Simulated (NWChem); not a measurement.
# UVSXC/MINI run of BSiH3 (SMILES B[SiH])

Aim: the vertical ionisation energy of BSiH3 at UVSXC/MINI, from 2 runs. 

The calculation is run with NWChem 7.3.0.

2 further runs of the same task are left out: 1 that didn't finish, 1 set aside as unsound or not needed.

## Step 1: The system as given

BSiH3 has 5 atoms, charge 0, and is taken as a triplet. SMILES: `B[SiH]`. The coordinates come from a GFN2-xTB relaxation.

Bond lengths: B1–Si2 1.878 Å, B1–H3 1.179 Å, B1–H4 1.176 Å, Si2–H5 1.476 Å. Angles: B1–Si2–H5 134.9°, Si2–B1–H3 120.6°, Si2–B1–H4 121.0°, H3–B1–H4 118.4°.

## Step 2: The charge distribution at UVSXC/MINI

Contents of struct.nw:

```
start struct
title "BH3Si"
memory total 2200 mb
charge 0

geometry noautosym nocenter noautoz
   B    -0.206730   -0.708170    0.126670
   Si    0.760780    0.829450   -0.350440
   H    -1.303690   -0.620750    0.549520
   H     0.263590   -1.779740    0.010050
   H     0.486040    2.279200   -0.335800
end

basis spherical bse
   * library MINI
end

dft
   xc vs98
   mult 3
   grid medium
   convergence energy 1e-05
   direct
   maxiter 150
   mulliken
end

property
   efieldgrad
   mulliken
   octupole
   dipole
end

task dft property
```

Launch:

```sh
$ nwchem struct.nw > struct.out
```

Log:

```text
[...]
          Wavefunction type:  spin polarized.
          No. of atoms     :     5
          No. of electrons :    22
[...]
          Charge           :     0
          Spin multiplicity:     3
[...]
          AO basis - number of functions:    17
[...]
              XC Information
              --------------
                         VS98 Method XC Functional
                          VS98 Exchange Functional  1.000
                       VS98 Correlation Functional  1.000
[...]
 d= 0,ls=0.0,diis     1   -314.3022418320 -3.50D+02  1.55D-02  1.05D-02     0.4
[...]
 d= 0,ls=0.0,diis     7   -314.3112182335 -7.21D-08  4.49D-06  2.71D-10     2.1
[...]
         Total DFT energy =     -314.311218233541
      One electron energy =     -502.458823735778
           Coulomb energy =      177.797734211822
    Exchange-Corr. energy =      -25.810669049978
 Nuclear repulsion energy =       36.160540340392
[...]
      Total Density - Mulliken Population Analysis
     ---------------------------------------------
    Atom       Charge   Shell Charges
 -----------   ------   -------------------------------------------------------
    1 B    5     5.51   1.99  1.15  2.37
    2 Si  14    13.57   2.00  2.00  1.36  5.96  2.25
    3 H    1     0.93   0.93
    4 H    1     0.93   0.93
    5 H    1     1.06   1.06
[...]
      <S2> =      2.0011 (Exact =     2.0000)
[...]
   Dipole moment        1.6979986591 Debye(s)
             DMX        0.8683331128 DMXEFC        0.0000000000
             DMY        1.3948826338 DMYEFC        0.0000000000
             DMZ       -0.4283684039 DMZEFC        0.0000000000
   -EFC- dipole         0.0000000000 DEBYE(S)
   Total dipole         1.6979986591 DEBYE(S)
[...]
```

It took 2.7 s on 1 thread of Intel Xeon at 2.60GHz (Ice Lake), shared host; peak memory 0.11 GiB.

Atomic charges (e):

```
atom  Mulliken  Löwdin
  B1    -0.510  -0.430
 Si2    +0.430  +0.400
  H3    +0.071  +0.040
  H4    +0.070  +0.040
  H5    -0.062  -0.060
```

## Step 3: The doublet cation at the same level

Contents of sp.nw:

```
start sp
memory 2200 mb
charge 1
geometry noautosym nocenter noautoz
 B       -0.206730      -0.708170       0.126670
 Si       0.760780       0.829450      -0.350440
 H       -1.303690      -0.620750       0.549520
 H        0.263590      -1.779740       0.010050
 H        0.486040       2.279200      -0.335800
end
basis "ao basis" spherical bse
 * library MINI
end
dft
 xc vs98
 mult 2
 grid medium
 convergence energy 1e-05
 direct
 iterations 150
 mulliken
 print medium
end
property
 efieldgrad
 mulliken
 octupole
 dipole
end
task dft property
```

Launch:

```sh
$ nwchem sp.nw > sp.out
```

Log:

```text
[...]
          Wavefunction type:  spin polarized.
          No. of atoms     :     5
          No. of electrons :    21
[...]
          Charge           :     1
          Spin multiplicity:     2
[...]
          AO basis - number of functions:    17
[...]
              XC Information
              --------------
                         VS98 Method XC Functional
                          VS98 Exchange Functional  1.000
                       VS98 Correlation Functional  1.000
[...]
 d= 0,ls=0.0,diis     1   -313.9021910147 -3.50D+02  1.53D-02  3.51D-02     0.4
[...]
 d= 0,ls=0.0,diis     9   -313.9163888752 -3.99D-09  5.21D-06  1.27D-09     2.7
[...]
         Total DFT energy =     -313.916388875230
      One electron energy =     -495.573560511636
           Coulomb energy =      170.937514055149
    Exchange-Corr. energy =      -25.440882759135
 Nuclear repulsion energy =       36.160540340392
[...]
      Total Density - Mulliken Population Analysis
     ---------------------------------------------
    Atom       Charge   Shell Charges
 -----------   ------   -------------------------------------------------------
    1 B    5     5.44   1.99  1.21  2.24
    2 Si  14    13.02   2.00  2.00  1.36  5.95  1.71
    3 H    1     0.80   0.80
    4 H    1     0.83   0.83
    5 H    1     0.92   0.92
[...]
      <S2> =      0.7515 (Exact =     0.7500)
[...]
   Dipole moment        2.7143935418 Debye(s)
             DMX        1.7796498561 DMXEFC        0.0000000000
             DMY        1.8805298909 DMYEFC        0.0000000000
             DMZ       -0.8150987786 DMZEFC        0.0000000000
   -EFC- dipole         0.0000000000 DEBYE(S)
   Total dipole         2.7143935418 DEBYE(S)
[...]
```

Wall time 3.3 s (1 thread of Intel Xeon at 2.60GHz (Ice Lake), shared host); peak memory 0.11 GiB.

Atomic charges (e):

```
atom  Mulliken  Löwdin
  B1    -0.435  -0.330
 Si2    +0.977  +1.010
  H3    +0.202  +0.150
  H4    +0.175  +0.110
  H5    +0.082  +0.050
```

## Step 4: Results

At UVSXC/MINI:

| quantity | value |
| --- | --- |
| triplet BSiH3: total energy | -314.31122 Eh |
| triplet BSiH3: dipole moment | 1.70 D |
| triplet BSiH3: HOMO energy (highest over α and β) | -7.18 eV |
| triplet BSiH3: LUMO energy (lowest over α and β) | -6.56 eV |
| triplet BSiH3: ⟨S²⟩ | 2.001 |
| doublet cation: total energy | -313.91639 Eh |
| doublet cation: HOMO energy (highest over α and β) | -14.63 eV |
| doublet cation: LUMO energy (lowest over α and β) | -14.16 eV |
| doublet cation: ⟨S²⟩ | 0.751 |
| vertical ionisation energy (to the doublet cation) | 10.744 eV |

In words: Removing an electron at fixed nuclei costs 10.74 eV (1037 kJ/mol). In a minimal basis such a difference can be off by several eV, whatever the method. Mulliken charges (triplet BSiH3) run from -0.51 on B1 to +0.43 on Si2. Mulliken charges (doublet cation) run from -0.44 on B1 to +0.98 on Si2; they depend strongly on the basis.
